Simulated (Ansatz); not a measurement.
Process, species as SMILES: O (H2O) + H+ -> [OH3+] (at O, the best of the heteroatom sites tried; carbon was not tried)

Quantity: proton affinity (enthalpy at 298 K), in kcal/mol. Positive where the reaction releases energy. Set-up: non-relativistic; no spin-orbit coupling; LANL2DZ all-electron up to Ne; six Cartesian d functions in 6-31G* and its kin unless marked 5d; 6-311+G** with 5d; frozen cores in correlated levels. CBS marks a two-point X^-3 extrapolation of the correlation energy; Hartree-Fock from the larger set (for Q and 5 zeta extrapolated as (X+1)exp(-9√X)). First-principles rows: single points at B3LYP-D3(BJ) geometries (Ansatz, a first-principles code), with unscaled harmonic terms from B3LYP/6-31G* at its own minima.

Measured values: Active Thermochemical Tables 1.112 (ions: stationary electron), as tabulated in the package chemicals; they hold spin-orbit and core effects, anharmonicity. 

Value to compare with, the measured value: 164.8 kcal/mol.

| level | program | proton affinity (enthalpy at 298 K) (kcal/mol) | error |
|---|---|---|---|
| HF/STO-3G | Ansatz | 223.3 | 58.5 |
| HF/3-21G | Ansatz | 181.6 | 16.8 |
| HF/LANL2DZ | Ansatz | 170.9 | 6.1 |
| HF/6-31G* | Ansatz | 168.0 | 3.2 |
| HF/6-311+G** | Ansatz | 168.1 | 3.3 |
| CCSD(T)/CBS(cc-pVQZ,cc-pV5Z) | Ansatz | 164.3 | -0.5 |

Among the 5 habitual levels, HF/STO-3G lies farthest from the measured value (58.5 kcal/mol); 5 of 5 lie above it, and their mean absolute error is 17.6 kcal/mol, the median 6.1. One case shows no general order.

The sets are all those run for this method; runs whose electronic state is in doubt are left out.
